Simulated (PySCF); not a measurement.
Geometry:
```tsv
atom	x (Å)	y (Å)	z (Å)
F1	-1.542	2.339	-0.105
C2	-0.762	1.274	0.035
C3	0.546	1.287	0.295
C4	1.077	-0.117	0.310
C5	-0.200	-0.987	0.347
C6	-1.340	-0.090	-0.163
H7	1.145	2.190	0.421
H8	1.682	-0.316	-0.594
H9	1.738	-0.319	1.169
H10	-0.098	-1.915	-0.231
H11	-0.408	-1.277	1.388
H12	-1.571	-0.253	-1.231
H13	-2.286	-0.226	0.386
```

Geometry: PBE0-D3(BJ)/def2-SVP; GIAO absolute shieldings from PySCF 2.14.0 with density-fitted response routines, gas phase, non-relativistic, averaged over equivalent atoms.

At PBE0/6-31G (68 basis functions, 10 s wall time on 1 thread of an Arm Neoverse N1, shared host):
```json
{"atoms": "F1", "σ (ppm)": "303.3"}
{"atoms": "C2", "σ (ppm)": "39.3"}
{"atoms": "C3", "σ (ppm)": "95.5"}
{"atoms": "C6", "σ (ppm)": "168.0"}
{"atoms": "C4", "σ (ppm)": "170.4"}
{"atoms": "C5", "σ (ppm)": "176.0"}
{"atoms": "H7", "σ (ppm)": "27.62"}
{"atoms": "H12/H13", "σ (ppm)": "30.19"}
{"atoms": "H8/H9", "σ (ppm)": "30.25"}
{"atoms": "H10/H11", "σ (ppm)": "30.73"}
```

What do these become at WP04/pcSseg-1?

Results:


| atoms | σ at WP04/pcSseg-1 | change |
| --- | --- | --- |
| F1 | 294.0 | -9.3 |
| C2 | -0.6 | -39.9 |
| C3 | 62.4 | -33.1 |
| C6 | 138.4 | -29.6 |
| C4 | 140.1 | -30.3 |
| C5 | 146.2 | -29.8 |
| H7 | 26.65 | -0.97 |
| H12/H13 | 29.29 | -0.90 |
| H8/H9 | 29.34 | -0.91 |
| H10/H11 | 29.84 | -0.89 |

The largest change is at C2 (fully substituted alkene carbon). Cost: 137 basis functions, 20 s wall time on 1 thread of an Arm Neoverse N1, shared host. The order of the carbon signals is the same at both levels.
